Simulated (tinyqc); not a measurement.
Worked calculation (part 2 of 2): MP2 on RHF in the sto-6g basis, for BH3, spin multiplicity 1. Computed by tinyqc, a small Python program that keeps every step (integrals from PySCF). Command: `OMP_NUM_THREADS=1 python tinyqc.py 29690 29691 out.jsonl` (the two numbers bound the seeds that draw the settings). One thread of a shared host (Intel(R) Xeon(R) Processor @ 2.60GHz), about 0.3 s of CPU time with the checks.

Geometry (angstrom):
```
atom          x          y         z
B      0.000000   0.000000  0.034000
H      1.120000   0.000000  0.000000
H     -0.560000   0.970000  0.000000
H     -0.560000  -0.970000  0.000000
```

## Convergence

Stop when the energy changes by less than 1e-10 hartree and every element of the error matrix X^T (F D S - S D F) X is below 3e-06.

Course of the cycle:
```
iteration   E (hartree)     change  largest element of the error matrix
1          -24.24803691          -                             8.20e-01
2          -26.32713358  -2.08e+00                             9.88e-02
3          -26.32849096  -1.36e-03                             7.33e-03
4          -26.32851767  -2.67e-05                             6.20e-04
5          -26.32851872  -1.05e-06                             1.08e-05
6          -26.32851872  -3.87e-10                             2.75e-06
7          -26.32851872  -4.14e-12                             3.02e-08
```

PySCF RHF in the same basis = -26.32851872 hartree

Converged in 7 iterations.

## Integrals over molecular orbitals

coefficients C, order 1B 1s, 1B 2s, 1B 2px, 1B 2py, 1B 2pz, 2H 1s, 3H 1s, 4H 1s:
```
[[0.994084, -0.223127, 0.000008, 0.000000, -0.010750, -0.244838, 0.000000, -0.000269],
 [0.025957, 0.525833, -0.000032, 0.000000, 0.052141, 1.610702, 0.000000, 0.001828],
 [0.000000, 0.000022, 0.513258, 0.000000, 0.000000, -0.001338, 0.000000, 1.246658],
 [0.000000, 0.000000, 0.000000, 0.513255, 0.000000, 0.000000, 1.246655, 0.000000],
 [-0.000164, -0.006128, 0.000000, 0.000000, 0.998765, -0.063074, 0.000000, -0.000071],
 [-0.004684, 0.284379, 0.508678, 0.000000, -0.015263, -0.795870, 0.000000, -1.067272],
 [-0.004684, 0.284348, -0.254360, 0.440537, -0.015264, -0.797593, -0.923488, 0.532283],
 [-0.004684, 0.284348, -0.254360, -0.440537, -0.015264, -0.797593, 0.923488, 0.532283]]
```

core Hamiltonian H = T + V (hartree), order 1B 1s, 1B 2s, 1B 2px, 1B 2py, 1B 2pz, 2H 1s, 3H 1s, 4H 1s:
```
[[-13.861226, -3.453342, -0.000003, 0.000000, 0.002005, -1.060648, -1.060542, -1.060542],
 [-3.453342, -4.726896, -0.000016, 0.000000, 0.015903, -2.237533, -2.237400, -2.237400],
 [-0.000003, -0.000016, -4.042837, 0.000000, 0.000001, -1.948213, 0.974025, 0.974025],
 [0.000000, 0.000000, 0.000000, -4.042839, 0.000000, 0.000000, -1.687159, 1.687159],
 [0.002005, 0.015903, 0.000001, 0.000000, -3.842982, 0.062775, 0.062770, 0.062770],
 [-1.060648, -2.237533, -1.948213, 0.000000, 0.062775, -3.332712, -0.597598, -0.597598],
 [-1.060542, -2.237400, 0.974025, -1.687159, 0.062770, -0.597598, -3.332617, -0.597524],
 [-1.060542, -2.237400, 0.974025, 1.687159, 0.062770, -0.597598, -0.597524, -3.332617]]
```

Given earlier and not repeated: Two-electron integrals (ij|kl) in chemists' order.

(pq|rs) = sum C_ip C_jq C_kr C_ls (ij|kl), one index at a time.

one-electron integrals over orbitals h = C^T H C (hartree):
```
[[-13.848131, 0.307190, -0.000013, 0.000000, 0.017297, 0.324525, 0.000000, 0.000356],
 [0.307190, -3.889552, -0.000017, 0.000000, -0.006029, -0.606647, 0.000000, -0.000693],
 [-0.000013, -0.000017, -3.652569, 0.000000, 0.000001, 0.000710, 0.000000, -0.615145],
 [0.000000, 0.000000, 0.000000, -3.652544, 0.000000, 0.000000, -0.615172, 0.000000],
 [0.017297, -0.006029, 0.000001, 0.000000, -3.841726, 0.027400, 0.000000, 0.000029],
 [0.324525, -0.606647, 0.000710, 0.000000, 0.027400, -3.006416, 0.000000, 0.000196],
 [0.000000, 0.000000, 0.000000, -0.615172, 0.000000, 0.000000, -3.178804, 0.000000],
 [0.000356, -0.000693, -0.615145, 0.000000, 0.000029, 0.000196, 0.000000, -3.178799]]
```

Two-electron integrals over orbitals (pq|rs), unique and non-zero (hartree):
```
(11|11) 2.897779    (21|11) -0.255791   (21|21) 0.035801    (22|11) 0.613865
(22|21) -0.009016   (22|22) 0.451601    (31|11) 0.000010    (31|21) -9.70e-07
(31|22) 1.81e-06    (31|31) 0.008076    (32|11) 1.79e-06    (32|21) 8.99e-07
(32|22) 0.000014    (32|31) 0.013850    (32|32) 0.123646    (33|11) 0.563060
(33|21) -0.003671   (33|22) 0.450358    (33|31) 0.004438    (33|32) 0.062703
(33|33) 0.504743    (41|41) 0.008076    (42|41) 0.013850    (42|42) 0.123637
(43|41) -0.004439   (43|42) -0.062713   (43|43) 0.048720    (44|11) 0.563053
(44|21) -0.003671   (44|22) 0.450344    (44|31) -0.004438   (44|32) -0.062708
(44|33) 0.407328    (44|44) 0.504749    (51|11) -0.012790   (51|21) 0.001614
(51|22) -0.001183   (51|31) -7.63e-08   (51|33) -0.000575   (51|44) -0.000575
(51|51) 0.022281    (52|11) 0.005816    (52|21) -0.000581   (52|22) -0.001838
(52|31) 1.90e-08    (52|32) 6.19e-09    (52|33) -0.001024   (52|44) -0.001024
(52|51) 0.021116    (52|52) 0.069710    (53|11) -5.55e-07   (53|21) 4.02e-08
(53|22) -8.89e-08   (53|31) 0.000211    (53|32) -0.000971   (53|33) -0.001027
(53|44) 0.001027    (53|51) -8.81e-07   (53|52) -1.95e-06   (53|53) 0.018924
(54|41) 0.000211    (54|42) -0.000971   (54|43) 0.001027    (54|54) 0.018923
(55|11) 0.742892    (55|21) -0.009660   (55|22) 0.468069    (55|31) 3.32e-07
(55|32) 1.22e-06    (55|33) 0.444738    (55|44) 0.444734    (55|51) 0.001672
(55|52) 0.007976    (55|53) -5.55e-07   (55|55) 0.587349    (61|11) -0.294650
(61|21) 0.042652    (61|22) -0.009675   (61|31) -0.000017   (61|32) -0.000022
(61|33) -0.003682   (61|44) -0.003670   (61|51) 0.000962    (61|52) -0.001481
(61|53) -3.86e-07   (61|55) -0.007426   (61|61) 0.051125    (62|11) 0.219374
(62|21) -0.010742   (62|22) 0.039801    (62|31) -0.000008   (62|32) 3.34e-06
(62|33) 0.021672    (62|44) 0.021616    (62|51) -0.001435   (62|52) -0.000695
(62|53) -2.25e-06   (62|55) 0.103921    (62|61) -0.011026   (62|62) 0.069463
(63|11) -0.000231   (63|21) 0.000007    (63|22) -0.000054   (63|31) 0.003287
(63|32) -0.042028   (63|33) -0.039099   (63|44) 0.039034    (63|51) -7.64e-08
(63|52) -3.86e-06   (63|53) 0.001229    (63|55) -0.000108   (63|61) -7.19e-07
(63|62) -0.000123   (63|63) 0.056830    (64|41) 0.003278    (64|42) -0.042146
(64|43) 0.039123    (64|54) 0.001231    (64|64) 0.056960    (65|11) -0.005352
(65|21) -0.000308   (65|22) -0.003612   (65|31) -8.08e-07   (65|32) -0.000005
(65|33) -0.001689   (65|44) -0.001684   (65|51) 0.024208    (65|52) 0.066820
(65|53) -0.000021   (65|55) 0.001506    (65|61) -0.001441   (65|62) -0.005175
(65|63) 2.84e-06    (65|65) 0.071222    (66|11) 0.652965    (66|21) -0.013589
(66|22) 0.451644    (66|31) -0.000030   (66|32) -0.000239   (66|33) 0.451763
(66|44) 0.452010    (66|51) -0.003103   (66|52) -0.006359   (66|53) 3.07e-06
(66|55) 0.472655    (66|61) -0.014260   (66|62) 0.029514    (66|63) 0.000066
(66|65) -0.008021   (66|66) 0.472601    (71|41) 0.014068    (71|42) 0.020264
(71|43) -0.005397   (71|54) 0.000419    (71|64) 0.006204    (71|71) 0.024860
(72|41) 0.007453    (72|42) -0.005287   (72|43) 0.026440    (72|54) 0.002033
(72|64) 0.045498    (72|71) 0.012587    (72|72) 0.048897    (73|41) 0.003908
(73|42) 0.054388    (73|43) -0.023656   (73|54) -0.000935   (73|64) -0.029443
(73|71) 0.006180    (73|72) -0.009122   (73|73) 0.038196    (74|11) 0.200116
(74|21) -0.005672   (74|22) 0.043603    (74|31) 0.003909    (74|32) 0.054389
(74|33) 0.053387    (74|44) 0.006084    (74|51) 0.000126    (74|52) 0.003544
(74|53) -0.000935   (74|55) 0.092673    (74|61) -0.005140   (74|62) 0.065508
(74|63) -0.029443   (74|65) -0.000710   (74|66) 0.028042    (74|74) 0.104155
(75|41) 0.000744    (75|42) 0.004781    (75|43) -0.002181   (75|54) 0.016215
(75|64) -0.001569   (75|71) 0.001211    (75|72) 0.000673    (75|73) 0.002089
(75|75) 0.019866    (76|41) 0.013804    (76|42) 0.109749    (76|43) -0.056697
(76|54) -0.001290   (76|64) -0.044916   (76|71) 0.021205    (76|72) -0.011360
(76|73) 0.054888    (76|75) 0.004258    (76|76) 0.111399    (77|11) 0.694971
(77|21) -0.010043   (77|22) 0.467586    (77|31) 0.001023    (77|32) -0.027328
(77|33) 0.437354    (77|44) 0.501560    (77|51) -0.000341   (77|52) 0.001113
(77|53) 0.001273    (77|55) 0.482546    (77|61) -0.009710   (77|62) 0.042590
(77|63) 0.036659    (77|65) -0.000664   (77|66) 0.478735    (77|74) 0.039994
(77|77) 0.539062    (81|11) -0.000326   (81|21) 0.000048    (81|22) -0.000009
(81|31) 0.014068    (81|32) 0.020264    (81|33) 0.005391    (81|44) -0.005400
(81|51) 1.06e-06    (81|52) -1.61e-06   (81|53) 0.000419    (81|55) -0.000008
(81|61) 0.000030    (81|62) -0.000026   (81|63) 0.006218    (81|65) -2.90e-06
(81|66) -0.000062   (81|74) 0.006175    (81|77) 0.002953    (81|81) 0.024860
(82|11) 0.000250    (82|21) -0.000012   (82|22) 0.000045    (82|31) 0.007452
(82|32) -0.005295   (82|33) -0.026417   (82|44) 0.026467    (82|51) -1.56e-06
(82|52) -4.98e-07   (82|53) 0.002033    (82|55) 0.000118    (82|61) -0.000026
(82|62) 0.000027    (82|63) 0.045481    (82|65) -0.000006   (82|66) 0.000059
(82|74) -0.009049   (82|77) 0.032228    (82|81) 0.012586    (82|82) 0.048899
(83|11) 0.200111    (83|21) -0.005673   (83|22) 0.043590    (83|31) -0.003906
(83|32) -0.054438   (83|33) 0.006044    (83|44) 0.053429    (83|51) 0.000126
(83|52) 0.003544    (83|53) 0.000935    (83|55) 0.092670    (83|61) -0.005127
(83|62) 0.065490    (83|63) 0.029346    (83|65) -0.000705   (83|66) 0.028281
(83|74) 0.032629    (83|77) 0.062272    (83|81) -0.006180   (83|82) 0.009245
(83|83) 0.104220    (84|41) 0.003912    (84|42) 0.054342    (84|43) -0.023613
(84|54) -0.000933   (84|64) -0.029384   (84|71) 0.006187    (84|72) -0.009070
(84|73) 0.033267    (84|75) 0.002088    (84|76) 0.054839    (84|84) 0.038131
(85|11) -0.000006   (85|21) -3.03e-07   (85|22) -3.48e-06   (85|31) 0.000744
(85|32) 0.004781    (85|33) 0.002178    (85|44) -0.002182   (85|51) 0.000027
(85|52) 0.000075    (85|53) 0.016215    (85|55) 1.84e-06    (85|61) -2.91e-06
(85|62) -0.000006   (85|63) -0.001564   (85|65) 0.000057    (85|66) -0.000018
(85|74) 0.002089    (85|77) -0.000580   (85|81) 0.001211    (85|82) 0.000673
(85|83) -0.002092   (85|85) 0.019865    (86|11) -0.000040   (86|21) -3.41e-06
(86|22) -0.000005   (86|31) 0.013806    (86|32) 0.109693    (86|33) 0.056594
(86|44) -0.056637   (86|51) -3.05e-06   (86|52) -0.000008   (86|53) -0.001287
(86|55) -0.000008   (86|61) -0.000028   (86|62) -3.39e-06   (86|63) -0.044713
(86|65) -0.000013   (86|66) -0.000249   (86|74) 0.054837    (86|77) -0.028572
(86|81) 0.021211    (86|82) -0.011294   (86|83) -0.054938   (86|85) 0.004256
(86|86) 0.111271    (87|41) 0.001037    (87|42) -0.027207   (87|43) 0.032044
(87|54) 0.001272    (87|64) 0.036693    (87|71) 0.002987    (87|72) 0.032165
(87|73) -0.011062   (87|75) -0.000575   (87|76) -0.028499   (87|84) -0.011020
(87|87) 0.034244    (88|11) 0.694970    (88|21) -0.010043   (88|22) 0.467591
(88|31) -0.000991   (88|32) 0.027574    (88|33) 0.501685    (88|44) 0.437224
(88|51) -0.000341   (88|52) 0.001113    (88|53) -0.001276   (88|55) 0.482547
(88|61) -0.009704   (88|62) 0.042658    (88|63) -0.036876   (88|65) -0.000666
(88|66) 0.478609    (88|74) 0.062357    (88|77) 0.470385    (88|81) -0.002928
(88|82) -0.032156   (88|83) 0.039832    (88|85) 0.000588    (88|86) 0.028764
(88|88) 0.539189
```

## Second-order Moller-Plesset energy

orbital energies (hartree): [-7.522348, -0.691901, -0.486777, -0.486777, 0.229302, 0.775971, 0.808027, 0.808032]

Hartree-Fock energy = -26.32851872 hartree

E2 = sum_ijab (ia|jb) [2 (ia|jb) - (ib|ja)] / (e_i + e_j - e_a - e_b) over occupied i, j and virtual a, b; the opposite-spin part is (ia|jb)^2 / denominator, the rest is same-spin, and SCS-MP2 scales them by 6/5 and 1/3.

Terms (the 40 largest of 136):
```
i  j  a  b    (ia|jb)    (ib|ja)  denominator       term
3  3  8  8   0.104220   0.104220    -2.589619  -0.004194
4  4  7  7   0.104155   0.104155    -2.589608  -0.004189
2  2  5  5   0.069710   0.069710    -1.842407  -0.002638
2  4  6  7   0.065508   0.045498    -2.762676  -0.002028
4  2  7  6   0.065508   0.045498    -2.762676  -0.002028
3  2  8  6   0.065490   0.045481    -2.762681  -0.002027
2  3  6  8   0.065490   0.045481    -2.762681  -0.002027
2  2  6  6   0.069463   0.069463    -2.935744  -0.001644
4  4  6  6   0.056960   0.056960    -2.525496  -0.001285
3  3  6  6   0.056830   0.056830    -2.525496  -0.001279
2  2  8  8   0.048899   0.048899    -2.999867  -0.000797
2  2  7  7   0.048897   0.048897    -2.999857  -0.000797
3  3  7  7   0.038196   0.038196    -2.589609  -0.000563
4  4  8  8   0.038131   0.038131    -2.589618  -0.000561
3  4  7  8   0.033267   0.032629    -2.589613  -0.000436
4  3  8  7   0.033267   0.032629    -2.589613  -0.000436
4  2  6  7   0.045498   0.065508    -2.762676  -0.000420
2  4  7  6   0.045498   0.065508    -2.762676  -0.000420
2  3  8  6   0.045481   0.065490    -2.762681  -0.000419
3  2  6  8   0.045481   0.065490    -2.762681  -0.000419
4  3  7  8   0.032629   0.033267    -2.589613  -0.000403
3  4  8  7   0.032629   0.033267    -2.589613  -0.000403
3  4  6  7  -0.029443  -0.029443    -2.557552  -0.000339
4  3  7  6  -0.029443  -0.029443    -2.557552  -0.000339
4  3  6  7  -0.029443  -0.029443    -2.557552  -0.000339
3  4  7  6  -0.029443  -0.029443    -2.557552  -0.000339
4  4  8  6  -0.029384  -0.029384    -2.557557  -0.000338
4  4  6  8  -0.029384  -0.029384    -2.557557  -0.000338
3  3  6  8   0.029346   0.029346    -2.557557  -0.000337
3  3  8  6   0.029346   0.029346    -2.557557  -0.000337
3  3  5  5   0.018924   0.018924    -1.432159  -0.000250
4  4  5  5   0.018923   0.018923    -1.432158  -0.000250
1  1  6  6   0.051125   0.051125   -16.596638  -0.000157
2  1  5  5   0.021116   0.021116    -8.672854  -0.000051
1  2  5  5   0.021116   0.021116    -8.672854  -0.000051
1  1  7  7   0.024860   0.024860   -16.660751  -0.000037
1  1  8  8   0.024860   0.024860   -16.660760  -0.000037
1  1  5  5   0.022281   0.022281   -15.503301  -0.000032
2  3  8  8   0.009245   0.009245    -2.794743  -0.000031
3  2  8  8   0.009245   0.009245    -2.794743  -0.000031
```

Pair energies (hartree; pair i-j sums ij and ji):
```
pair  opposite spin  same spin
1-1       -0.000264          0
2-1       -0.000193  -4.59e-10
2-2       -0.005876          0
3-1       -0.000029  -0.000027
3-2       -0.004738  -0.000292
3-3       -0.006962          0
4-1       -0.000029  -0.000027
4-2       -0.004738  -0.000292
4-3       -0.003034  -3.14e-07
4-4       -0.006963          0
```

MP2 correlation energy = -0.03346511 hartree

SCS-MP2 correlation energy = -0.03960532 hartree

MP2 total energy = -26.36198383 hartree
